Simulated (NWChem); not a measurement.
System: difluoromethane (CH2F2); SMILES FCF

Input file for NWChem:

```
start job
memory heap 200 mb stack 900 mb global 1100 mb
geometry units angstroms noautoz
  F      1.095795     0.000000    -0.289454
  C      0.000000     0.000000     0.488708
  F     -1.095795     0.000000    -0.289454
  H      0.000000     0.913695     1.109296
  H      0.000000    -0.913695     1.109296
end
basis spherical
  * library def2-svp
end
dft
  xc b3lyp
  iterations 150
  vectors input atomic output neutral.movecs
end
task dft energy
charge 1
dft
  odft
  mult 2
  vectors input atomic output cation.movecs
end
task dft energy
```

Output (shortened):

```
             Northwest Computational Chemistry Package (NWChem) 7.3.0
             --------------------------------------------------------

 C2V symmetry detected

                             Geometry "geometry" -> ""
                             -------------------------

 Output coordinates in angstroms (scale by  1.889725989 to convert to a.u.)

  No.       Tag          Charge          X              Y              Z
 ---- ---------------- ---------- -------------- -------------- --------------
    1 F                    9.0000     1.09579500     0.00000000    -0.28717200
    2 C                    6.0000     0.00000000     0.00000000     0.49099000
    3 F                    9.0000    -1.09579500     0.00000000    -0.28717200
    4 H                    1.0000     0.00000000     0.91369500     1.11157800
    5 H                    1.0000     0.00000000    -0.91369500     1.11157800

 Effective nuclear repulsion energy (a.u.)      77.6550658504

      Symmetry information
      --------------------

 Group name             C2v
 Group number             16
 Group order               4
 No. of unique centers     3

                                 NWChem DFT Module
                                 -----------------

 Summary of "ao basis" -> "ao basis" (spherical)
 ------------------------------------------------------------------------------
       Tag                 Description            Shells   Functions and Types
 ---------------- ------------------------------  ------  ---------------------
 F                          def2-svp                 6       14   3s2p1d
 C                          def2-svp                 6       14   3s2p1d
 H                          def2-svp                 3        5   2s1p

      Symmetry analysis of basis
      --------------------------

        a1         21
        a2          6
        b1         14
        b2         11

            General Information
            -------------------
          SCF calculation type: DFT
          Wavefunction type:  closed shell.
          No. of atoms     :     5
          No. of electrons :    26
           Alpha electrons :    13
            Beta electrons :    13
          Charge           :     0
          Spin multiplicity:     1
          Use of symmetry is: on ; symmetry adaption is: on
          Maximum number of iterations: 150
          AO basis - number of functions:    52
                     number of shells:    24
          Convergence on energy requested:  1.00D-06
          Convergence on density requested:  1.00D-05
          Convergence on gradient requested:  5.00D-04

              XC Information
              --------------
                         B3LYP Method XC Potential
                     Hartree-Fock (Exact) Exchange  0.200
                        Slater Exchange Functional  0.800 local
                    Becke 1988 Exchange Functional  0.720 non-local
              Lee-Yang-Parr Correlation Functional  0.810
                  VWN I RPA Correlation Functional  0.190 local

             Grid Information
             ----------------
          Grid used for XC integration:  medium
          Radial quadrature: Mura-Knowles
          Angular quadrature: Lebedev.
          Tag              B.-S. Rad. Rad. Pts. Rad. Cut. Ang. Pts.
          ---              ---------- --------- --------- ---------
          F                   0.50       49           7.0       434
          C                   0.70       49           6.0       434
          H                   0.35       45           7.0       434
          Grid pruning is: on
          Number of quadrature shells:   143
          Spatial weights used:  Erf1

      Superposition of Atomic Density Guess
      -------------------------------------

 Sum of atomic energies:        -237.20839128

      Non-variational initial energy
      ------------------------------

 Total energy =    -238.071049
 1-e energy   =    -483.737217
 2-e energy   =     168.011102
 HOMO         =      -0.385068
 LUMO         =       0.161059

      Symmetry analysis of molecular orbitals - initial
      -------------------------------------------------

  Numbering of irreducible representations:

     1 a1          2 a2          3 b1          4 b2

  Orbital symmetries:

     1 a1          2 b1          3 a1          4 a1          5 b1
     6 a1          7 b1          8 a1          9 b2         10 a2
    11 b1         12 a1         13 b2         14 a1         15 b1
    16 b2         17 a1         18 a1         19 b1         20 b2
    21 a1         22 a1         23 b2

   convergence    iter        energy       DeltaE   RMS-Dens  Diis-err
 ---------------- ----- ----------------- --------- --------- ---------
 d= 0,ls=0.0,diis     1   -238.7124136160 -3.16D+02  2.04D-02  7.76D-01
 d= 0,ls=0.0,diis     2   -238.6731993347  3.92D-02  1.07D-02  1.39D+00
 d= 0,ls=0.0,diis     3   -238.7962274220 -1.23D-01  1.43D-03  1.51D-02
 d= 0,ls=0.0,diis     4   -238.7971074084 -8.80D-04  5.90D-04  2.54D-03
 d= 0,ls=0.0,diis     5   -238.7973369807 -2.30D-04  6.88D-05  2.09D-05
  Resetting Diis
 d= 0,ls=0.0,diis     6   -238.7973395518 -2.57D-06  3.52D-06  3.74D-08
 d= 0,ls=0.0,diis     7   -238.7973395572 -5.38D-09  6.80D-07  1.06D-09

         Total DFT energy =     -238.797339557187
      One electron energy =     -485.067707705635
           Coulomb energy =      195.727361189743
    Exchange-Corr. energy =      -27.112058891696
 Nuclear repulsion energy =       77.655065850400

 Numeric. integr. density =       26.000001237949

                  Occupations of the irreducible representations
                  ----------------------------------------------

[...]
```

Level: B3LYP/def2-SVP, vertical spin-unrestricted ions. Geometry: optimised at PBE0/def2-SVP. B3LYP is NWChem's, with the RPA form of VWN correlation.
